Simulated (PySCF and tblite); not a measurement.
The numbers below are computed, except where a source is named.
## C₃H₇N, numbered as in [NH2:1][CH:2]1[CH2:3][CH2:4]1: conformational analysis

Geometries GFN2-xTB; weights from PBE0-D3(BJ)/def2-SVP (IEF-PCM, chloroform) energies and GFN2-xTB thermal corrections, with symmetry numbers and mirror pairs. Conformers within 2.5 kcal/mol (GFN2-xTB free energy) were kept, 10 at most. GIAO shieldings: KT3/pcSseg-1 (IEF-PCM, chloroform). Couplings: B3LYP/pcJ-1 (gas phase; spin-dipole term only for pairs with B, N, F, Si or P). Couplings are for ¹³C, ¹H, ¹⁵N. Shifts are against TMS (¹H), TMS (¹³C) at the same level; of two unlike H on one atom, a is the less shielded. Run with PySCF (density fitting) and tblite.

Torsions listed: H1–N1–C2–C3. Of a mirror pair one member is shown.

| conformer | shape | symmetry | E(GFN2) kcal/mol | E(DFT) kcal/mol | G(298.15 K) kcal/mol | weight % | dipole D |
| --- | --- | --- | --- | --- | --- | --- | --- |
| 1 | -154° | Cs | 0.89 | 0.00 | 0.00 | 94.7 | 1.53 |
| 2 | 83° | C1 (pair) | 0.00 | 1.93 | 1.71 | 5.3 | 1.34 |

Weights (%) against temperature:

| T (K) | 1 | 2 | S(mix) cal/mol/K |
| --- | --- | --- | --- |
| 150 | 99.8 | 0.2 | 0.03 |
| 180 | 99.4 | 0.6 | 0.08 |
| 200 | 99.0 | 1.0 | 0.13 |
| 298.15 | 94.7 | 5.3 | 0.48 |
| 600 | 76.1 | 23.9 | 1.42 |

Averaged shifts at 298.15 K. ¹H: 2.74 (H2, 1H), 0.45 (H3a/H4a, 2H), 0.17 (H3b/H4b, 2H) ppm. ¹³C: 29.2 (C2), 9.8 (C3/C4) ppm.

Averaged couplings (Hz): ¹J(N1,C2) -8.3, ²J(N1,C3) -3.1, ¹J(N1,H1) -68.6, ²J(N1,H2) 0.3, ³J(N1,H3a) -1.7, ³J(N1,H3b) -3.5, ¹J(C2,C3) 17.8, ²J(H1,C2) -2.2, ¹J(C2,H2) 172.9, ²J(C2,H3a) -0.6, ²J(C2,H3b) -3.1, ¹J(C3,C4) 16.4, ³J(H1,C3) 5.1, ²J(H2,C3) 2.1, ¹J(C3,H3a) 164.5, ¹J(C3,H3b) 168.5, ²J(C3,H4a) -2.1, ²J(C3,H4b) -2.0, ²J(H1,H1) -7.6, ³J(H1,H2) 1.7, ³J(H2,H3a) 7.2, ³J(H2,H3b) 3.6, ²J(H3a,H3b) -5.7, ³J(H3a,H4a) 10.4, ³J(H3a,H4b) 6.8, ³J(H3b,H4b) 11.3.

Coordinates of conformer 1 (Å):

```xyz
11

N     1.438    0.316    0.440
C     0.239   -0.426    0.173
C    -1.063    0.291    0.368
C    -0.572   -0.007   -1.016
H     2.220   -0.056   -0.089
H     1.676    0.277    1.425
H     0.252   -1.494    0.407
H    -1.906   -0.263    0.752
H    -1.011    1.314    0.705
H    -1.073   -0.768   -1.594
H    -0.194    0.819   -1.598
```

Coordinates of conformer 2 (Å):

```xyz
11

N     1.602   -0.067   -0.239
C     0.358   -0.191    0.459
C    -0.833    0.687    0.168
C    -0.834   -0.761   -0.238
H     2.169    0.671    0.166
H     1.442    0.157   -1.216
H     0.520   -0.477    1.492
H    -1.467    0.995    0.985
H    -0.742    1.427   -0.614
H    -1.469   -1.448    0.300
H    -0.741   -0.990   -1.289
```

H on N, O and S are left out: they exchange, and hydrogen bonds move them by several ppm. Shifts are unscaled: against experiment ¹³C can be off by 15 ppm or more and ¹H by 0.8 ppm.

Search and properties took 49 s on 1 thread of Arm Neoverse V1, shared host (rough), launched as `OMP_NUM_THREADS=1 python ens_run.py task.json out`.
